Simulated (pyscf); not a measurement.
Thermochemistry of product channels of O=W(F)(F)(F)–F (SMILES [O]=[W]([F])([F])([F])[F]) + H• (SMILES [H]) on the doublet surface, in kcal/mol, from ωB97M-D3(BJ)/def2-TZVP energies (ideal gas, 1 atm, RRHO with modes under 100 cm⁻¹ raised to 100, one conformer, R ln 2 for rigid chiral ones). Single points on ωB97X-D3(BJ)/def2-SVP structures (PySCF, gas phase).

```
products                                                                           ΔE  ΔH(298 K)  ΔG(298 K)  ΔG(900 K)
-----------------------------------------------------------------------------  ------  ---------  ---------  ---------
O=W(F)–F (SMILES [O]=[W]([F])[F]) [singlet] + HF (SMILES F) + F• (SMILES [F])  +100.1     +103.2      +90.5      +65.9
O (SMILES [O]) [triplet] + [F–WH(F)(F)–F]• (SMILES [F][WH]([F])([F])[F])       +100.6     +102.5      +99.4      +93.6
[HO–W(F)(F)(F)–F]• (SMILES [OH][W]([F])([F])([F])[F])                           -39.0      -33.6      -27.8      -15.4
[O=W(F)(F)–F]• (SMILES [O]=[W]([F])([F])[F]) + HF (SMILES F)                        ?       -7.5      -12.2      -20.7
OH• (SMILES [OH]) + F–W(F)(F)–F (SMILES [F][W]([F])([F])[F]) [singlet]          +54.0      +56.9      +53.1          ?
```

Question: Complete the blanks.

Answer: 
- [O=W(F)(F)–F]• (SMILES [O]=[W]([F])([F])[F]) + HF (SMILES F), ΔE: -11.3
- OH• (SMILES [OH]) + F–W(F)(F)–F (SMILES [F][W]([F])([F])[F]) [singlet], ΔG(900 K): +46.2

These are energies of the channels, which say nothing of barriers. The other spin state of O=W(F)–F [singlet] is not in these data. A restricted singlet here is unstable towards spin polarisation, as is usual where a triplet lies low; its energy is less safe. Left out: orbital degeneracy and the spin-orbit lowering of F, OH, O. Open-shell species with a d-block atom are single-reference here; other states, and whether the spin sits on metal or ligand, were not checked. Elements past Kr carry the def2 core potentials, without spin-orbit coupling.
